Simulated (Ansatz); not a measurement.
Geometry optimisation, RKS PBE0-D4/def2-SVP in Ansatz.

The input (input.yaml):

```yaml
crystal:
  periodic: [false, false, false]
  atoms:
    - { symbol: Al, position_ang: [0.0, 0.0, 0.0] }
    - { symbol: H, position_ang: [0.8998, 0.0, 1.5126] }
    - { symbol: Cl, position_ang: [2.3982, 0.0, 0.3916] }
    - { symbol: Cl, position_ang: [-1.9312, 0.0, -1.115] }
basis:
  gaussian: { orbitals: def2-SVP }
hamiltonian:
  xc: pbe0
  dispersion: d4
relax:
  f_tol: 0.15
  max_steps: 25
  restrain:
    - { distance: [1, 2], at: 2.57, k: 30.0 }
    - { distance: [0, 1], at: 1.56, k: 30.0 }
    - { distance: [0, 2], at: 2.23, k: 30.0 }
output:
  orbitals: {}
```

Command:

```bash
$ ansatz run input.yaml --threads 1 --pin off --max-ram 2048MiB --backend cpu --events-out ev --progress --plain --runs-dir out
```

Question: Where does it end, and by what steps?

Answer: It converged. The restraints hold the end off the free minimum. After 5 steps the energy has fallen by 2.787 eV (the restraints' own energy left out); Cl3 moved furthest, 0.55 Å.

```tsv
step	energy less start (eV)	largest force component (eV/Å)	accepted
0	0.0000	2.028	yes
1	-0.8144	2.261	yes
2	-1.7640	2.321	yes
3	-2.5942	1.319	yes
4	-2.7826	2.071	yes
5	-2.7871	1.913	yes
```

```xyz
4
Properties=species:S:1:pos:R:3
Al 0.128 0.000 0.247
H 0.451 0.000 1.759
Cl 2.261 0.000 -0.139
Cl -1.473 0.000 -1.078
```

The run took 10 s on 1 thread of Arm Neoverse V1, with other jobs on the host, peak memory 0.11 GiB.
